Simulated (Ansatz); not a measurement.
## [NH2···H···H], doublet: transfer scan

Starting geometry:

```xyz
5

N    -0.1499   -0.0316   -0.0492
H    -0.4471    0.9362   -0.0492
H    -0.4471   -0.4339    0.8311
H     0.8626   -0.0316   -0.0492
H     2.1141   -0.0316   -0.0492
```

From there H4 is moved from one fragment to the other while all else, the fragments' distance too, stays fixed, so the hump isn't the reaction's barrier; atoms are numbered as listed. Energies are in kcal/mol, counted from the starting geometry at the same level.

Basis cc-pVDZ; Ansatz 0.2.0. Only valence electrons are correlated (noble-gas cores frozen). Prefix R: restricted or restricted open-shell reference; prefix U: unrestricted. Active spaces: valence = (9e, 8o) chosen from the atoms' valence shells.

For open shells CISD is restricted-active-space CI with the open shells as a complete middle space. Runs in a small pair space aren't shown, since their orbitals change along the scan.

Full CI isn't at hand for all of this; RCCSDTQ serves as the reference, and is uncertain by about the last step of the cluster series. The frozen core follows each run's orbitals, which can shift R against U totals by a few meV.

```json
{"distance N1-H4 (Å)": "1.012", "RCCSDTQ": "0.0", "error UHF": "0.0", "error CISD": "0.0", "error RCCSD": "0.0", "error BCCD(T)": "0.0", "error UCCSDT(Q)": "0.0", "error NEVPT2 (valence space)": "0.0"}
{"distance N1-H4 (Å)": "1.085", "RCCSDTQ": "1.1", "error UHF": "2.2", "error CISD": "0.8", "error RCCSD": "0.2", "error BCCD(T)": "0.0", "error UCCSDT(Q)": "0.0", "error NEVPT2 (valence space)": "0.0"}
{"distance N1-H4 (Å)": "1.230", "RCCSDTQ": "7.4", "error UHF": "5.3", "error CISD": "2.7", "error RCCSD": "0.8", "error BCCD(T)": "0.1", "error UCCSDT(Q)": "0.0", "error NEVPT2 (valence space)": "0.0"}
{"distance N1-H4 (Å)": "1.374", "RCCSDTQ": "8.4", "error UHF": "2.5", "error CISD": "2.4", "error RCCSD": "0.3", "error BCCD(T)": "0.1", "error UCCSDT(Q)": "0.0", "error NEVPT2 (valence space)": "0.2"}
{"distance N1-H4 (Å)": "1.519", "RCCSDTQ": "7.0", "error UHF": "-2.3", "error CISD": "0.2", "error RCCSD": "-0.3", "error BCCD(T)": "0.0", "error UCCSDT(Q)": "0.0", "error NEVPT2 (valence space)": "0.4"}
```

Errors are those of relative energies. In total energy the starting point itself misses RCCSDTQ by: UHF 133.6, CISD 9.0, RCCSD 3.1, BCCD(T) 0.4, UCCSDT(Q) 0.0, NEVPT2 (valence space) 17.5 kcal/mol.

Spread of the error over the points with a reference, to 1.519 Å (largest less smallest): UCCSDT(Q) 0.0, BCCD(T) 0.1, NEVPT2 (valence space) 0.5, RCCSD 1.1, CISD 2.7, UHF 7.5 kcal/mol.
